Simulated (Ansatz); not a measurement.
A nudged elastic band was laid between two geometries of C3H3FO (8 atoms, charge 0, multiplicity 1).

All numbers below come from RHF/def2-SVP (Ansatz 0.2.0).

* movable images: 5
* climbing image: yes
* spring: 5.0 eV/Å²
* optimiser: quadratic models (default)
* start path: through a guess of the saddle point
* force threshold: 0.05 eV/Å
* iteration limit: 60
* end points: relaxed

First end point:

```xyz
8
Properties=species:S:1:pos:R:3
F -1.418 -0.427 1.714
C -0.909 0.505 0.921
C -0.036 0.204 -0.002
C 0.833 -0.586 -0.807
O 0.671 0.823 -0.947
H -1.272 1.504 1.105
H 1.793 -0.902 -0.418
H 0.430 -1.177 -1.622
```

Last end point:

```xyz
8
Properties=species:S:1:pos:R:3
F -0.784 -0.865 1.140
C -0.876 0.135 0.220
C 0.442 0.234 -0.514
C 1.320 -0.916 -0.360
O 0.713 1.147 -1.230
H -1.085 1.078 0.718
H 2.037 -0.778 0.455
H -1.674 -0.092 -0.485
```

Q: What changes between the two ends?

A: Bonds broken: C4–O5, C4–H8. Bonds formed: C2–H8.

Q: What energy profile does the band end with?

A: The run converged. The highest image is number 3 of 0 to 6, 506.3 kJ/mol above the first end and 396.6 kJ/mol above the last; the last end lies 109.7 kJ/mol above the first. Neighbouring images differ by up to 3.3 eV, so the band resolves the path poorly. A vibrational analysis at the climbing image gives one clearly imaginary mode, 2127i cm⁻¹: a first-order saddle point. The orbitals stay closed-shell, which can raise the energy where a bond breaks towards radicals; this wasn't checked here.

```json
{"image": "0", "path coordinate (Å)": "0.00", "energy (kJ/mol)": "0.0", "C4–O5 (Å)": "1.43", "C4–H8 (Å)": "1.08", "C2–H8 (Å)": "3.33"}
{"image": "1", "path coordinate (Å)": "0.68", "energy (kJ/mol)": "34.5", "C4–O5 (Å)": "1.44", "C4–H8 (Å)": "1.08", "C2–H8 (Å)": "2.89"}
{"image": "2", "path coordinate (Å)": "1.35", "energy (kJ/mol)": "185.1", "C4–O5 (Å)": "1.46", "C4–H8 (Å)": "1.13", "C2–H8 (Å)": "2.22"}
{"image": "3", "path coordinate (Å)": "2.03", "energy (kJ/mol)": "506.3", "C4–O5 (Å)": "1.60", "C4–H8 (Å)": "1.56", "C2–H8 (Å)": "1.53"}
{"image": "4", "path coordinate (Å)": "2.85", "energy (kJ/mol)": "205.9", "C4–O5 (Å)": "2.07", "C4–H8 (Å)": "2.30", "C2–H8 (Å)": "1.10"}
{"image": "5", "path coordinate (Å)": "3.67", "energy (kJ/mol)": "119.2", "C4–O5 (Å)": "2.27", "C4–H8 (Å)": "2.86", "C2–H8 (Å)": "1.09"}
{"image": "6", "path coordinate (Å)": "4.49", "energy (kJ/mol)": "109.7", "C4–O5 (Å)": "2.32", "C4–H8 (Å)": "3.11", "C2–H8 (Å)": "1.09"}
```

Q: What is the geometry of the highest image?

A: 
```xyz
8
Properties=species:S:1:pos:R:3
F -1.176 -0.586 1.546
C -0.869 0.323 0.633
C 0.364 0.284 0.043
C 0.960 -0.673 -0.829
O 0.898 0.922 -0.907
H -1.495 1.205 0.649
H 1.983 -0.962 -0.612
H -0.574 -0.569 -0.578
```

The band took 20 iterations and about 2.2 core-minutes.

Time of the run: 2.2 min on 1 thread of Arm Neoverse V1, on a shared host, peak memory 0.26 GiB.
